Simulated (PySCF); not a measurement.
# C4H7Cl ((Chloromethyl)cyclopropane): the cost of one run

Computed with PySCF 2.14.0, with density-fitted response routines of our own, on a single molecule in the gas phase. Atoms count from 0, in the outputs and in this text.

### 1 The starting structure

12 atoms, charge 0, multiplicity 1; geometry from: MMFF94s. The atoms were then displaced at random by about 0.03 Å, so the start is not that level's minimum.

Bonds of the start (Å): Cl0–C1 1.78, C1–C2 1.54, C2–C3 1.43, C3–C4 1.54, C4–C2 1.46, C1–H5 1.11, C1–H6 1.10, C2–H7 1.07, C3–H8 1.10, C3–H9 1.12, C4–H10 1.07, C4–H11 1.14.

### 2 Optimising the geometry at PBE0-D3(BJ)/def2-SVP

The job: settings as JSON, then the geometry in Å.

```
{"job": {"xc": "PBE0", "basis": "def2-SVP", "d3": "d3bj", "grid": 1, "shake": 0.03, "kind": "geom"}, "charge": 0, "multiplicity": 1}
Cl     2.581420     0.495720    -0.891010
C      1.385000    -0.340140     0.136070
C     -0.030850    -0.271390    -0.469610
C     -0.770500     0.924560    -0.194720
C     -1.190320    -0.433540     0.410340
H      1.436240     0.128680     1.135930
H      1.777340    -1.368400     0.199910
H      0.032090    -0.712220    -1.438740
H     -0.516950     1.729830     0.517210
H     -1.508480     1.252660    -0.967600
H     -2.055350    -0.977850     0.080700
H     -1.024180    -0.510640     1.532520
```

On the command line:

```console
> OMP_NUM_THREADS=1 python probes_run.py task.json out
```

This one command runs all jobs of the session in turn.

Q: Estimate the wall time and peak memory of this first job on 1 thread of Intel Xeon Platinum 8375C at 2.90GHz, shared host.

About 34 s, with a peak of 0.45 GiB.
